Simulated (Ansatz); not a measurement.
# One shape, several levels: doublet [C6H12]+

Wanted: a comparison of 4 runs (UBHLYP/6-31G*, UPBE0/6-31G*, UMP2/6-31G*, UCCSD/6-31G*) of doublet [C6H12]+. 

Program for the calculation: Ansatz 0.2.0.

29 further runs of the same task are left out: 29 set aside as unsound or not needed. Runs told in other sessions of the task aren't counted.

## 1. The molecule

[C6H12]+: 18 atoms, total charge +1, spin state doublet. As SMILES of the parent species, `C/C=C\C(C)C`. The shape is that of a PBE0-D4/def2-TZVP optimisation. This is one conformer, not always the lowest. That shape belongs to the parent species and isn't relaxed for this state.

Some bond lengths: C1–C2 1.491 Å, C2–C3 1.330 Å, C3–C4 1.497 Å, C4–C5 1.526 Å, C4–C6 1.526 Å, C1–H7 1.095 Å, C1–H8 1.090 Å, C1–H9 1.095 Å, C2–H10 1.088 Å, C3–H11 1.090 Å, C4–H12 1.094 Å, C5–H13 1.093 Å, C5–H14 1.094 Å, C5–H15 1.092 Å, C6–H16 1.094 Å, C6–H17 1.092 Å. Some angles: C1–C2–C3 127.7°, C2–C3–C4 128.2°, C3–C4–C5 110.3°, C3–C4–C6 110.3°, C5–C4–C6 110.7°, C1–C2–H10 115.1°, C3–C2–H10 117.2°, C2–C1–H7 110.7°, C2–C1–H8 112.9°, C2–C1–H9 110.7°.

## 2. A single-point energy at UBHLYP/6-31G(d) (spherical functions) (run 1)

The input, input.yaml:

```yaml
crystal:
  periodic: [false, false, false]
  atoms:
    - {symbol: C, position_ang: [1.246440, -1.936650, -0.997750]}
    - {symbol: C, position_ang: [1.663220, -0.680150, -0.310810]}
    - {symbol: C, position_ang: [0.880010, 0.277490, 0.176940]}
    - {symbol: C, position_ang: [-0.615120, 0.345760, 0.164700]}
    - {symbol: C, position_ang: [-1.082920, 1.569170, -0.619110]}
    - {symbol: C, position_ang: [-1.155190, 0.380110, 1.591960]}
    - {symbol: H, position_ang: [1.670340, -1.985420, -2.005930]}
    - {symbol: H, position_ang: [0.164380, -2.034520, -1.084530]}
    - {symbol: H, position_ang: [1.621320, -2.813910, -0.460770]}
    - {symbol: H, position_ang: [2.737830, -0.546660, -0.204310]}
    - {symbol: H, position_ang: [1.364960, 1.131200, 0.650620]}
    - {symbol: H, position_ang: [-1.014530, -0.545910, -0.327910]}
    - {symbol: H, position_ang: [-2.174290, 1.634770, -0.627320]}
    - {symbol: H, position_ang: [-0.697160, 2.487970, -0.166630]}
    - {symbol: H, position_ang: [-0.733000, 1.534310, -1.652960]}
    - {symbol: H, position_ang: [-0.771760, 1.253440, 2.128650]}
    - {symbol: H, position_ang: [-0.857590, -0.510650, 2.149170]}
    - {symbol: H, position_ang: [-2.246940, 0.439640, 1.595970]}
basis:
  gaussian:
    orbitals: 6-31G_st_-spherical.json
total_charge: 1
magnetization:
  spin_polarized: true
  initial_magnetization: 1
hamiltonian:
  xc: {name: BHLYP}
accuracy: high
output: {orbitals: {seedname: orbitals}}
```

The basis set 6-31G* is read from a file made from the Basis Set Exchange's data (not shown).

The run is started by

```bash
$ ansatz run input.yaml --threads 1 --pin off --max-ram 3480MiB --events-out events.jsonl --progress --plain --runs-dir runs
```

The program printed:

```text
Warning: RAYON_NUM_THREADS=1 ignored (pool sized by the plan → 1); use --threads N
Functional definition: BHLYP
  name "BHLYP"
  parameter a = 0.5
  exchange = (1 - a)*b88_x + a*exact_x
  correlation = lyp_c
2809 factors; integrals over basis functions are off by at most 3.1e-9 eV
mean field evaluation 1: about -6396.7104 eV, gradient 4.0e1 eV
mean field evaluation 2: about -6399.3174 eV, gradient 3.3e1 eV
mean field evaluation 4: about -6404.6729 eV, gradient 1.3e0 eV
mean field evaluation 8: about -6404.6754 eV, gradient 4.9e-2 eV
mean field evaluation 16: about -6404.6754 eV, gradient 8.8e-5 eV
mean field -6404.67541637 eV, -235.3674803066 hartree, gradient 3.5e-8 eV, S^2 0.752569; 0 other end points of the search recorded, 0 dependent functions left out
reference -6404.67544394 eV, -235.3674813200 hartree; 24, 23 occupied and 84, 85 virtual orbitals, 2809 factors
Total energy: -6404.67544394 eV, -235.3674813200 hartree
```

Wall time 26 s (1 thread of Arm Neoverse V1, shared host); peak memory 0.65 GiB.

## 3. A single-point energy at UPBE0/6-31G(d) (spherical functions) (run 2)

The input, in.yaml:

```yaml
crystal:
  periodic: [false, false, false]
  atoms:
    - symbol: C
      position_ang: [1.246440, -1.936650, -0.997750]
    - symbol: C
      position_ang: [1.663220, -0.680150, -0.310810]
    - symbol: C
      position_ang: [0.880010, 0.277490, 0.176940]
    - symbol: C
      position_ang: [-0.615120, 0.345760, 0.164700]
    - symbol: C
      position_ang: [-1.082920, 1.569170, -0.619110]
    - symbol: C
      position_ang: [-1.155190, 0.380110, 1.591960]
    - symbol: H
      position_ang: [1.670340, -1.985420, -2.005930]
    - symbol: H
      position_ang: [0.164380, -2.034520, -1.084530]
    - symbol: H
      position_ang: [1.621320, -2.813910, -0.460770]
    - symbol: H
      position_ang: [2.737830, -0.546660, -0.204310]
    - symbol: H
      position_ang: [1.364960, 1.131200, 0.650620]
    - symbol: H
      position_ang: [-1.014530, -0.545910, -0.327910]
    - symbol: H
      position_ang: [-2.174290, 1.634770, -0.627320]
    - symbol: H
      position_ang: [-0.697160, 2.487970, -0.166630]
    - symbol: H
      position_ang: [-0.733000, 1.534310, -1.652960]
    - symbol: H
      position_ang: [-0.771760, 1.253440, 2.128650]
    - symbol: H
      position_ang: [-0.857590, -0.510650, 2.149170]
    - symbol: H
      position_ang: [-2.246940, 0.439640, 1.595970]
basis:
  gaussian:
    orbitals: 6-31G_st_-spherical.json
total_charge: 1
magnetization:
  spin_polarized: true
  initial_magnetization: 1
hamiltonian:
  xc: {name: PBE0}
accuracy: high
output: {orbitals: {seedname: orbitals}}
```

The basis set 6-31G* is read from a file made from the Basis Set Exchange's data (not shown).

The run is started by

```bash
$ ansatz run in.yaml --threads 1 --pin off --max-ram 3480MiB --events-out events.jsonl --progress --plain --runs-dir runs
```

The program printed:

```text
Warning: RAYON_NUM_THREADS=1 ignored (pool sized by the plan → 1); use --threads N
Functional definition: PBE0
  name "PBE0"
  parameter a = 0.25
  parameter kappa = 0.804
  parameter beta = 0.06672455060314922
  exchange = (1 - a)*pbe_x(kappa = kappa, mu = beta*pi^2/3) + a*exact_x
  correlation = pbe_c(beta = beta)
2809 factors; integrals over basis functions are off by at most 3.1e-9 eV
mean field evaluation 1: about -6388.9573 eV, gradient 4.8e1 eV
mean field evaluation 2: about -6383.9279 eV, gradient 5.6e1 eV
mean field evaluation 4: about -6400.3105 eV, gradient 1.4e0 eV
mean field evaluation 8: about -6400.7750 eV, gradient 1.8e-1 eV
mean field evaluation 16: about -6400.7753 eV, gradient 4.7e-4 eV
mean field -6400.77527112 eV, -235.2241526125 hartree, gradient 3.2e-8 eV, S^2 0.752221; 0 other end points of the search recorded, 0 dependent functions left out
reference -6400.77527331 eV, -235.2241526927 hartree; 24, 23 occupied and 84, 85 virtual orbitals, 2809 factors
Total energy: -6400.77527331 eV, -235.2241526927 hartree
```

Run time: 34 s. Hardware: 1 thread of Arm Neoverse V1, shared host; peak memory 0.65 GiB.

Run 3 isn't shown in full; the table further down has it.

## 4. The energy at UCCSD/6-31G(d) (spherical functions) (run 4)

The input, run.yaml:

```yaml
crystal:
  periodic: [false, false, false]
  atoms:
    - {symbol: C, position_ang: [1.246440, -1.936650, -0.997750]}
    - {symbol: C, position_ang: [1.663220, -0.680150, -0.310810]}
    - {symbol: C, position_ang: [0.880010, 0.277490, 0.176940]}
    - {symbol: C, position_ang: [-0.615120, 0.345760, 0.164700]}
    - {symbol: C, position_ang: [-1.082920, 1.569170, -0.619110]}
    - {symbol: C, position_ang: [-1.155190, 0.380110, 1.591960]}
    - {symbol: H, position_ang: [1.670340, -1.985420, -2.005930]}
    - {symbol: H, position_ang: [0.164380, -2.034520, -1.084530]}
    - {symbol: H, position_ang: [1.621320, -2.813910, -0.460770]}
    - {symbol: H, position_ang: [2.737830, -0.546660, -0.204310]}
    - {symbol: H, position_ang: [1.364960, 1.131200, 0.650620]}
    - {symbol: H, position_ang: [-1.014530, -0.545910, -0.327910]}
    - {symbol: H, position_ang: [-2.174290, 1.634770, -0.627320]}
    - {symbol: H, position_ang: [-0.697160, 2.487970, -0.166630]}
    - {symbol: H, position_ang: [-0.733000, 1.534310, -1.652960]}
    - {symbol: H, position_ang: [-0.771760, 1.253440, 2.128650]}
    - {symbol: H, position_ang: [-0.857590, -0.510650, 2.149170]}
    - {symbol: H, position_ang: [-2.246940, 0.439640, 1.595970]}
basis:
  gaussian:
    orbitals: 6-31G_st_-spherical.json
total_charge: 1
magnetization:
  spin_polarized: true
  initial_magnetization: 1
correlation:
  method: ccsd
  frozen_orbitals: {C: 1, H: 0}
accuracy: high
scf:
  omitted_lower_state_checks: [cluster_reference, increment]
```

The basis set 6-31G* is read from a file made from the Basis Set Exchange's data (not shown).

The run is started by

```bash
$ ansatz run run.yaml --threads 1 --pin off --max-ram 3480MiB --events-out events.jsonl --progress --plain --runs-dir runs
```

The program printed:

```text
Warning: RAYON_NUM_THREADS=1 ignored (pool sized by the plan → 1); use --threads N
[... 11 lines left out ...]
6 core orbitals not correlated: weight in the atoms' cores, before any rotation towards them, 1.000 or more for the frozen orbitals, at most 0.000 for the correlated occupied ones
[... 32 lines left out ...]
Total energy: -6386.52375758 eV, -234.7004191498 hartree
Checks for a lower state left out: cluster_reference, increment
```

It took 5.1 min on 1 thread of Arm Neoverse V1, shared host; peak memory 2.4 GiB.

## 5. All runs side by side

```
run                                level  frozen core orbitals  energy (Eh)   ⟨S²⟩  wall time
  1  UBHLYP/6-31G* (spherical functions)                     –  -235.367481  0.753       26 s
  2   UPBE0/6-31G* (spherical functions)                     –  -235.224153  0.752       34 s
  3    UMP2/6-31G* (spherical functions)                     6  -234.621279  0.755       11 s
  4   UCCSD/6-31G* (spherical functions)                     6  -234.700419  0.755    5.1 min
```

## 6. Outcome

```
                                          quantity          value
                               run 4: total energy  -234.70042 Eh
run 4: correlation energy (6 core orbitals frozen)     -808.6 mEh
          run 4: ⟨S²⟩ of the reference determinant          0.755
                              run 4: T1 diagnostic          0.018
```

In words: Totals of different functionals can't be ranked against each other. All runs together took 6.3 min, the longest 5.1 min.
